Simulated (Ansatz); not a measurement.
# NH2− (SMILES [NH2-]): one structure at several levels

The atoms stand at a structure displaced at random from a GFN2-xTB minimum. How far do the functionals agree with CCSD(T) there?

The runs use Ansatz 0.2.0, Gaussian basis; single points in def2-TZVPPD.

Correlated methods freeze the cores. B3LYP uses VWN-RPA correlation.

## Step 1: The system as given

3 atoms, charge -1, spin multiplicity 1.

Atoms are counted from 1 here; the program's logs count them from 0.

Bond lengths: N1–H2 0.977 Å, N1–H3 0.985 Å. Angles: H2–N1–H3 109.3°.

As a file:

```xyz
3
charge -1, multiplicity 1
N     0.34610   -0.15970    0.17000
H     0.15730    0.79690    0.22940
H    -0.39210   -0.60900   -0.30210
```

## Step 2: CCSD(T)/def2-TZVPPD

File run/in.yaml:

```yaml
crystal:
  periodic: [false, false, false]
  atoms:
    - {symbol: N, position_ang: [0.346100, -0.159700, 0.170000]}
    - {symbol: H, position_ang: [0.157300, 0.796900, 0.229400]}
    - {symbol: H, position_ang: [-0.392100, -0.609000, -0.302100]}
basis:
  gaussian: {orbitals: "def2-TZVPPD.json"}
total_charge: -1
correlation: {method: ccsd_t}
output: {forces: true}
```

The basis file named in the input lies beside it (Basis Set Exchange, JSON).

No record of the launch command was kept for these runs.

## Step 3: PBE0-D4/def2-TZVPPD

Edit run/in.yaml of step 2 so:

```diff
@@ -9,3 +9,3 @@
 total_charge: -1
-correlation: {method: ccsd_t}
-output: {forces: true}
+hamiltonian: {xc: pbe0, dispersion: d4}
+output: {forces: true, orbitals: {seedname: orbitals}}
```

## Step 4: wB97M-V/def2-TZVPPD

Edit run/in.yaml of step 3 so:

```diff
@@ -9,3 +9,3 @@
 total_charge: -1
-hamiltonian: {xc: pbe0, dispersion: d4}
-output: {forces: true, orbitals: {seedname: orbitals}}
+hamiltonian: {xc: {name: wB97M-V}}
+output: {forces: true}
```

## Step 5: r2SCAN-D4/def2-TZVPPD

Edit run/in.yaml of step 4 so:

```diff
@@ -9,3 +9,3 @@
 total_charge: -1
-hamiltonian: {xc: {name: wB97M-V}}
+hamiltonian: {xc: r2scan, dispersion: d4}
 output: {forces: true}
```

## Step 6: PBE-D4/def2-TZVPPD

Edit run/in.yaml of step 5 so:

```diff
@@ -9,3 +9,3 @@
 total_charge: -1
-hamiltonian: {xc: r2scan, dispersion: d4}
+hamiltonian: {xc: pbe, dispersion: d4}
 output: {forces: true}
```

## Step 7: SPW92/def2-TZVPPD

Edit run/in.yaml of step 6 so:

```diff
@@ -9,3 +9,3 @@
 total_charge: -1
-hamiltonian: {xc: pbe, dispersion: d4}
+hamiltonian: {xc: lda}
 output: {forces: true}
```

## Step 8: B3LYP-D4/def2-TZVPPD

Edit run/in.yaml of step 7 so:

```diff
@@ -9,3 +9,3 @@
 total_charge: -1
-hamiltonian: {xc: lda}
+hamiltonian: {xc: {name: B3LYP}, dispersion: d4}
 output: {forces: true}
```

(Steps that only read results are left out.)

What does the calculation give? Wanted: RMS force component; RMS force error; HOMO and LUMO, PBE0-D4; T1 diagnostic.

As calculated:

| quantity | value |
| --- | --- |
| RMS force component | 1.246 to 1.493 eV/Å over the methods |
| RMS force error | PBE0-D4 0.073, wB97M-V 0.110, r2SCAN-D4 0.032, PBE-D4 0.150, SPW92 0.163, B3LYP-D4 0.071 eV/Å |
| HOMO and LUMO, PBE0-D4 | 1.96 and 5.87 eV |
| T1 diagnostic | 0.014 |

In words: The forces of r2SCAN-D4 come nearest to CCSD(T), those of SPW92 are farthest. Frozen-core CCSD(T) forces in triple zeta carry basis errors of their own, and this is one geometry, so small gaps rank nothing.
